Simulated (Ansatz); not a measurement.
Input file:

```yaml
crystal:
  periodic: [false, false, false]
  atoms:
    - {symbol: C, position_ang: [0.000000, 0.000000, 0.054784]}
    - {symbol: H, position_ang: [0.000000, 0.683459, -0.895251]}
    - {symbol: H, position_ang: [0.000000, 0.000000, 1.137696]}
    - {symbol: H, position_ang: [0.000000, -0.683459, -0.895251]}
basis:
  gaussian: {orbitals: STO-3G, fitting: {mean_field: def2-universal-jkfit}}
total_charge: 1
magnetization: {spin_polarized: false, initial_magnetization: 4}
correlation: {active_space: {ras: {orbitals: [1, 4, 2], electrons: 6, max_holes: 3, max_particles: 3}, fixed_orbitals: true}}
scf: {lower_state_search: off}
```

```sh
$ ansatz run in.yaml --threads 1 --pin off --events-out ev --progress --plain --max-ram 2393MiB
```

Log:

```
these checks for a lower state are left out or cut short: stability, starts, cluster_reference, orbital_swaps, neighbouring_geometries, increment
129 factors; integrals over basis functions are off by at most 3.8e-3 eV
mean field evaluation 1: about -1036.3415 eV, gradient 3.0e0 eV
mean field evaluation 2: about -1036.4931 eV, gradient 1.6e0 eV
mean field evaluation 4: about -1036.6685 eV, gradient 1.0e0 eV
mean field evaluation 8: about -1036.7567 eV, gradient 1.9e-4 eV
mean field -1036.75668556 eV, -38.1001054553 hartree, gradient 2.4e-6 eV, S^2 6.000000; 0 other end points of the search recorded, 0 dependent functions left out
reference -1036.75668556 eV, -38.1001054553 hartree; 6, 2 occupied and 2, 6 virtual orbitals, 129 factors
state -1038.21336296 eV, -38.1536373625 hartree
Total energy: -1038.21336296 eV, -38.1536373625 hartree
Checks for a lower state left out: stability, starts, cluster_reference, orbital_swaps, neighbouring_geometries, increment
```

Natural occupations: 1.9211 1.0273 1.0231 1.0000 0.9472 0.0556 0.0258.

Ran on 1 thread of Intel Xeon, shared host: 0.06 s wall, 0.08 GiB peak host memory.
